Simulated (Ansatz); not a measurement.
hcp Ti was calculated with rVV10 (PAW; Ansatz, a quantum-chemistry and plane-wave program).

Numerical settings: plane-wave cutoff 520 eV, 24×24×12 k mesh (along the axes of the cell as run), Fermi–Dirac smearing 0.05 eV, no spin polarisation, scalar-relativistic PAW data made under PBE.

Shape and atoms are relaxed at each volume.

Pressure at four volumes; x = ln(V/17.407 Å³). One pressure is withheld.

| V (Å³/atom) | x | P (GPa) |
|---|---|---|
| 16.710 | -0.0409 | 5.08 |
| 17.407 | 0.0000 | 0.00 |
| 17.755 | 0.0198 | -2.21 |
| 18.103 | 0.0392 | ? |

Pass a parabola P(x) through the three rows shown, estimate the bulk modulus and its pressure derivative near zero pressure, and predict the withheld pressure.

Slopes between the rows: (0.00 − (5.08))/(0.0000 − (-0.0409)) = -124.21 and (-2.21 − (0.00))/(0.0198 − (0.0000)) = -111.62 GPa. Their difference over the span 0.0607 is c = 12.59/0.0607 = 207.4 GPa, so P(x) = 5.08 + (-124.21)(x − (-0.0409)) + 207.4 (x − (-0.0409))(x − (0.0000)). At the middle row B = −dP/dx = −[-124.21 + 207.4 × 0.0409] = 115.7 GPa, and B′ = dB/dP = 2c/B = 3.6. At x = 0.0392 the parabola gives -4.22 GPa; the run gives -4.22 GPa. The Birch–Murnaghan fit to the energies at all volumes has B0 = 116 GPa and B′ = 3.6.

Measured, for comparison: bulk modulus 108 GPa (zero-point energy and finite temperature contributions removed; as tabulated in doi:10.1021/acs.jctc.3c00612). Computed (rounded) less measured: bulk modulus +7 %.

Note: the bulk modulus comes from volumes at which shape and atoms were relaxed.
